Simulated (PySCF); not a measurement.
H₂CS: breathing scan

All numbers come from PBE0/[C def2-TZVP, S def2-TZVP, H def2-TZVP], no relativity, density fitting, PySCF.

Rigid scan from the singlet minimum (C–H 1.090 Å (×2), C–S 1.599 Å; H–C–H 115.6°, H–C–S 122.2° (×2)). Coordinate: all bonds to the central atom scaled together. Energies in kJ/mol from the minimum.

Problem. Predict the curve at 0.88, 0.92, 0.96, 1.00, 1.04, 1.08, 1.14, 1.22, 1.35.

Solution. 
```
scale of all bonds to the centre  E (kJ/mol)  dipole size (D)
                            0.88       192.2             1.58
                            0.92        76.8             1.61
                            0.96        17.3             1.66
                            1.00         0.0             1.74
                            1.04        14.3             1.82
                            1.08        51.9             1.92
                            1.14       138.5             2.08
                            1.22       286.9             2.31
                            1.35       554.9             2.66
```

At long bonds a restricted determinant can lie too high, and another spin state can fall below this curve.

Other isomers or separated fragments may lie lower.
